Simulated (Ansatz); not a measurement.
Results of RPBE in Ansatz (plane waves, PAW) for antifluorite Mg₂Sn.

Settings: plane-wave cutoff 520 eV, 10×10×10 k mesh, Fermi–Dirac smearing 0.01 eV, scalar-relativistic PAW data made under PBE.

The volume scan:

```csv
V (Å³/atom),E − E_lowest (meV/atom)
25.561,12.97
26.105,5.54
26.649,1.33
27.193,0.00
27.737,1.24
28.280,4.77
28.824,10.40
```

**Question.** Fit the third-order Birch–Murnaghan equation and give B0 and B′.

**Answer.** V0 = 27.194 Å³/atom, B0 = 37.9 GPa, B′ = 4.5 (fit to the energies at full precision).

Measured, for comparison: equilibrium volume per atom 25.82 Å³/atom (temperature not stated, not corrected to a static lattice; as tabulated in Freccero, Grin, Wagner, Dalton Trans. (2023), ESI). Computed (rounded) less measured: equilibrium volume per atom +5.3 %.

Note: the gap of the solid is closed in this run; this level leaves the solid without a gap, although one is measured.

Spin–orbit coupling is not included; it can open a gap where bands touch, and shift volumes and moduli.

Static lattice: no zero-point or thermal effects.

Ansatz is a first-principles code.
